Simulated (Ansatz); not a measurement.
# How basis sets differ on CF3 (trifluoromethyl radical)

The species is CF3 (4 atoms), meant as a doublet with charge 0. As SMILES, `F[C](F)F`. The shape is that of a PBE0-D4/def2-TZVP optimisation.

Each level gives the vertical ionisation energy (to the singlet cation) (eV). The values are calculated.

| level | kind | program | value (eV) | less CCSD(T)/pc-2 | CPU time (all runs) |
| --- | --- | --- | --- | --- | --- |
| UCCSD(T)/STO-3G | coupled cluster or CI | Ansatz | 5.96 | -5.00 | 0.47 s |
| UCCSD(T)/pc-0 | coupled cluster or CI | Ansatz | 10.85 | -0.11 | 3.5 s |
| UCCSD(T)/pc-1 | coupled cluster or CI | Ansatz | 10.89 | -0.07 | 16 s |
| UCCSD(T)/def2-SVPD | coupled cluster or CI | Ansatz | 10.98 | +0.02 | 93 s |
| UCCSD(T)/pc-2 | coupled cluster or CI | Ansatz | 10.96 | 0.00 | 4.7 min |

UCCSD(T)/pc-2 is the highest level here, not the true value. The values span 5.96 to 10.98 eV. High-level rows in very small sets aren't better than simpler rows in larger ones. Without the sets that lack polarisation functions the rows with a basis span only 10.89 to 10.98 eV. CPU times are rough (shared hosts, several kinds of processor and program).
